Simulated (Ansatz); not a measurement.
Ansatz (a quantum-chemistry and plane-wave program) input (B3LYP/6-31+G*): The .json file is the Basis Set Exchange's 6-31+G*.

Ansatz 0.2 input:
```yaml
crystal:
  periodic: [false, false, false]
  atoms:
    - {symbol: O, position_ang: [0.04506196, -0.76326742, -0.00033480]}
    - {symbol: C, position_ang: [0.02554004, 0.62401008, 0.00008452]}
    - {symbol: C, position_ang: [1.39881450, -1.38514142, -0.00460205]}
    - {symbol: C, position_ang: [-1.41891819, 1.12299125, 0.00459498]}
    - {symbol: H, position_ang: [0.56425370, 1.02806812, 0.88086636]}
    - {symbol: H, position_ang: [0.55890179, 1.02852619, -0.88373893]}
    - {symbol: H, position_ang: [1.91752030, -0.92164996, -0.88283989]}
    - {symbol: H, position_ang: [1.92283869, -0.92210516, 0.87071378]}
    - {symbol: H, position_ang: [-1.94842248, 0.75240963, -0.87706723]}
    - {symbol: H, position_ang: [-1.94306535, 0.75195111, 0.88926030]}
    - {symbol: H, position_ang: [-1.46514037, 2.21777999, 0.00501936]}
basis:
  gaussian:
    orbitals: 6-31+G_.json
hamiltonian:
  xc: {name: B3LYP}
total_charge: -1
output: {forces: true}
```

Output:

```
WARN ansatz: RAYON_NUM_THREADS=1 ignored (pool sized by the plan → 1); use --threads N
Functional definition: B3LYP
integrals: 0.04 GiB planned
899 factors; integrals over basis functions are off by at most 1.3e-3 eV
mean field: 0.30 GiB planned
mean field evaluation 1: about -5264.8933 eV, gradient 4.4e1 eV
mean field evaluation 2: about -5231.8311 eV, gradient 8.0e1 eV
mean field evaluation 4: about -5269.6701 eV, gradient 1.0e1 eV
mean field evaluation 8: about -5270.0995 eV, gradient 5.4e-1 eV
mean field evaluation 16: about -5270.3581 eV, gradient 3.1e-4 eV
mean field -5270.35807026 eV, -193.6820867049 hartree, gradient 4.3e-5 eV, S^2 0.000000; 0 other end points of the search recorded, 0 dependent functions left out
the calculation of the forces begins
reference -5270.35836855 eV, -193.6820976670 hartree; 17, 17 occupied and 73, 73 virtual orbitals, 899 factors
Total energy: -5270.35836855 eV, -193.6820976670 hartree
Atom 0 at     0.045062    -0.763267    -0.000335 Å, force     0.140071    -0.425879    -0.000535 eV/Å
Atom 1 at     0.025540     0.624010     0.000085 Å, force     0.008076     0.249716     0.000040 eV/Å
Atom 2 at     1.398815    -1.385141    -0.004602 Å, force    -0.079066     0.251972     0.000305 eV/Å
Atom 3 at    -1.418918     1.122991     0.004595 Å, force    -0.001615    -0.001667     0.000004 eV/Å
Atom 4 at     0.564254     1.028068     0.880866 Å, force     0.046277     0.019713     0.102630 eV/Å
Atom 5 at     0.558902     1.028526    -0.883739 Å, force     0.045654     0.019766    -0.102898 eV/Å
Atom 6 at     1.917520    -0.921650    -0.882840 Å, force     0.007445    -0.092861    -0.144667 eV/Å
Atom 7 at     1.922839    -0.922105     0.870714 Å, force     0.008322    -0.092936     0.144571 eV/Å
Atom 8 at    -1.948422     0.752410    -0.877067 Å, force    -0.085388    -0.046654    -0.123184 eV/Å
Atom 9 at    -1.943065     0.751951     0.889260 Å, force    -0.084639    -0.046718     0.123675 eV/Å
Atom 10 at    -1.465140     2.217780     0.005019 Å, force    -0.005137     0.165549     0.000059 eV/Å
Dipole moment:    -0.933580     1.512252     0.003224 e Å
```

The dipole moment of an ion depends on the origin.
